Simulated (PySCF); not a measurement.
Compound: chlorobenzene, C6H5Cl.
Atom-mapped SMILES: `[Cl:1][c:2]1[cH:3][cH:4][cH:5][cH:6][cH:7]1` (hydrogens: H8 on C3; H9 on C4; H10 on C5; H11 on C6; H12 on C7)

The same species was optimised twice, with GFN2-xTB and with PBE0-D3(BJ)/def2-SVP (PySCF), and the same property calculations (PySCF, gas phase) were run on both structures.

```json
{"coordinate": "C5–C6 (Å)", "GFN2-xTB": "1.385", "PBE0-D3(BJ)/def2-SVP": "1.394", "change": "+0.009"}
{"coordinate": "C4–C5 (Å)", "GFN2-xTB": "1.385", "PBE0-D3(BJ)/def2-SVP": "1.394", "change": "+0.009"}
{"coordinate": "C6–C7 (Å)", "GFN2-xTB": "1.384", "PBE0-D3(BJ)/def2-SVP": "1.393", "change": "+0.009"}
{"coordinate": "C3–C4 (Å)", "GFN2-xTB": "1.384", "PBE0-D3(BJ)/def2-SVP": "1.393", "change": "+0.009"}
{"coordinate": "C2–C3 (Å)", "GFN2-xTB": "1.385", "PBE0-D3(BJ)/def2-SVP": "1.394", "change": "+0.009"}
{"coordinate": "C2–C7 (Å)", "GFN2-xTB": "1.385", "PBE0-D3(BJ)/def2-SVP": "1.394", "change": "+0.009"}
{"coordinate": "Cl1–C2 (Å)", "GFN2-xTB": "1.731", "PBE0-D3(BJ)/def2-SVP": "1.734", "change": "+0.003"}
{"coordinate": "C4–C5–C6 (°)", "GFN2-xTB": "119.9", "PBE0-D3(BJ)/def2-SVP": "119.8", "change": "-0.1"}
{"coordinate": "C3–C4–C5 (°)", "GFN2-xTB": "120.3", "PBE0-D3(BJ)/def2-SVP": "120.4", "change": "+0.1"}
{"coordinate": "C2–C7–C6 (°)", "GFN2-xTB": "119.2", "PBE0-D3(BJ)/def2-SVP": "119.2", "change": "0.0"}
{"coordinate": "C5–C6–C7 (°)", "GFN2-xTB": "120.4", "PBE0-D3(BJ)/def2-SVP": "120.4", "change": "0.0"}
{"coordinate": "C3–C2–C7 (°)", "GFN2-xTB": "121.0", "PBE0-D3(BJ)/def2-SVP": "121.0", "change": "0.0"}
{"coordinate": "C2–C3–C4 (°)", "GFN2-xTB": "119.2", "PBE0-D3(BJ)/def2-SVP": "119.2", "change": "0.0"}
{"coordinate": "Cl1–C2–C3 (°)", "GFN2-xTB": "119.5", "PBE0-D3(BJ)/def2-SVP": "119.5", "change": "0.0"}
{"coordinate": "Cl1–C2–C7 (°)", "GFN2-xTB": "119.5", "PBE0-D3(BJ)/def2-SVP": "119.5", "change": "0.0"}
```

Rotational constants: A = 5758, B = 1591, C = 1246 MHz (GFN2-xTB) against A = 5682, B = 1575, C = 1233 MHz (PBE0-D3(BJ)/def2-SVP). Point groups within 0.08 Å: C2v and C2v.

On the GFN2-xTB structure: HOMO (eV) -7.22 [PBE0/pcSseg-1]; LUMO (eV) -0.55 [PBE0/pcSseg-1]; dipole (D) 1.76 [PBE0/pcSseg-1]; GIAO shielding of Cl1 (ppm) 711.1 [PBE0/pcSseg-1]; GIAO shielding of C2 (ppm) 40.7 [PBE0/pcSseg-1]; GIAO shielding of C3/C7 (mean) (ppm) 52.0 [PBE0/pcSseg-1]; GIAO shielding of C4/C6 (mean) (ppm) 51.8 [PBE0/pcSseg-1]; GIAO shielding of C5 (ppm) 55.4 [PBE0/pcSseg-1].

Question: What do these properties become on the PBE0-D3(BJ)/def2-SVP structure?

Answer: 
| property | level | on GFN2-xTB | on PBE0-D3(BJ)/def2-SVP | change |
| --- | --- | --- | --- | --- |
| HOMO (eV) | PBE0/pcSseg-1 | -7.22 | -7.21 | +0.01 |
| LUMO (eV) | PBE0/pcSseg-1 | -0.55 | -0.60 | -0.05 |
| dipole (D) | PBE0/pcSseg-1 | 1.76 | 1.75 | -0.01 |
| energy, GFN2-xTB geometry as zero (kcal/mol) | PBE0/pcSseg-1 | 0.0 | -0.1 | -0.1 |
| GIAO shielding of Cl1 (ppm) | PBE0/pcSseg-1 | 711.1 | 706.5 | -4.6 |
| GIAO shielding of C2 (ppm) | PBE0/pcSseg-1 | 40.7 | 38.4 | -2.3 |
| GIAO shielding of C3/C7 (mean) (ppm) | PBE0/pcSseg-1 | 52.0 | 49.6 | -2.4 |
| GIAO shielding of C4/C6 (mean) (ppm) | PBE0/pcSseg-1 | 51.8 | 49.4 | -2.4 |
| GIAO shielding of C5 (ppm) | PBE0/pcSseg-1 | 55.4 | 53.0 | -2.4 |

The heavy atoms differ by 0.010 Å rms after alignment. Among bonds between heavy atoms C2–C3, C2–C7, C3–C4, C4–C5, C5–C6 and C6–C7 change most and about equally (+0.009 Å). Changes are differences of the printed values. Neither structure is proved a minimum here.
